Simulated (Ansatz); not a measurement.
`CC(N)S` + H–F → `CC(N)F` + H₂S  (substitution at a C–S bond)

Isolated molecules relaxed with PBE0-D4/def2-TZVP in Ansatz; ΔE leaves out vibrations. CCSD(T)/CBS is the MP2 limit (def2-TZVPP, def2-QZVPP) plus CCSD(T) − MP2 in def2-TZVPP, frozen cores. This one scheme is used for every species. Functionals use def2-TZVPP. Each species was taken in one conformer, which may not be the lowest.

| level | ΔE (kcal/mol) |
| --- | --- |
| PBE-D4 | -4.9 |
| CAM-B3LYP-D4 | -7.9 |
| ωB97X-V | -6.8 |
| ωB97M-V | -6.1 |
| revPBE | -6.8 |
| LC-ωPBE | -7.0 |
| CCSD/def2-SVP | -9.8 |
| HF/CBS(def2) | -10.1 |

(1) What does CCSD(T)/CBS give? (Best estimate.)

Largest T1 diagnostic among the species: 0.010.

Results:

(1) Ansatz gave: -2.5 kcal/mol. The listed levels differ from it by -2.4, -5.4, -4.3, -3.6, -4.3, -4.5, -7.3, -7.6 kcal/mol.

In def2-TZVPP, CCSD(T) changes the Hartree–Fock value by +6.2 kcal/mol (the triples alone add +0.9 kcal/mol) and MP2 by +9.0 kcal/mol. The D4 term adds +2.4 kcal/mol with B3LYP and +1.3 kcal/mol with PBE0; it sums over pairs of atoms, weighted by their polarisabilities, and B3LYP, whose exchange is more repulsive, gets the larger term.

B3LYP here is the variant with VWN-RPA as its local correlation; programs differ in this.
